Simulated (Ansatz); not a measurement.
Reaction: BHCl2 (SMILES ClBCl) → BCl2 (SMILES Cl[B]Cl, doublet) + H (doublet) (the B-H bond breaks)
Each species at its own B3LYP-D3(BJ)/def2-TZVP minimum (Ansatz, a quantum-chemistry and plane-wave program).

Property: bond dissociation energy (electronic), in kcal/mol. UHF or UKS for unpaired electrons; spin-orbit terms are left out. CBS(X,Y): correlation extrapolated as X^-3, Hartree-Fock from the larger set (Q,5: extrapolated as (X+1)exp(-9√X)). A bracket is a step between two methods taken in the basis named. The functionals are non-relativistic, so their misses hold any scalar relativity. Double hybrids freeze cores in their MP2 part. 'core' is core correlation in cc-pwCVTZ (1s frozen past Ne), 'X2C' scalar relativity in cc-pVTZ-DK, both at CCSD(T). For partners of very few electrons the exact lower level stands in for a higher one.

CCSD(T)/CBS(cc-pV(Q+d)Z,cc-pV(5+d)Z) + [CCSDT(Q) - CCSD(T)]/cc-pV(T+d)Z + core + X2C (Ansatz) gives 109.8 kcal/mol.

### Question
How far off this value is PBE/def2-TZVPD (Ansatz), in which direction, and which of these levels come nearer: r2SCAN/def2-TZVPD, PBE0/def2-TZVPD, wB97M-V/def2-TZVPD, B2PLYP/def2-TZVPD, CCSD(T)/CBS(cc-pV(Q+d)Z,cc-pV(5+d)Z) + core + X2C?

### Answer
PBE gives 103.8 kcal/mol, 6.0 kcal/mol below it. Differences of the others: r2SCAN/def2-TZVPD (Ansatz) -6.1; PBE0/def2-TZVPD (Ansatz) -4.8; wB97M-V/def2-TZVPD (Ansatz) 1.1; B2PLYP/def2-TZVPD (Ansatz) -2.2; CCSD(T)/CBS(cc-pV(Q+d)Z,cc-pV(5+d)Z) + core + X2C (Ansatz) 0.2 kcal/mol. Nearer than PBE: PBE0/def2-TZVPD, wB97M-V/def2-TZVPD, B2PLYP/def2-TZVPD, CCSD(T)/CBS(cc-pV(Q+d)Z,cc-pV(5+d)Z) + core + X2C.
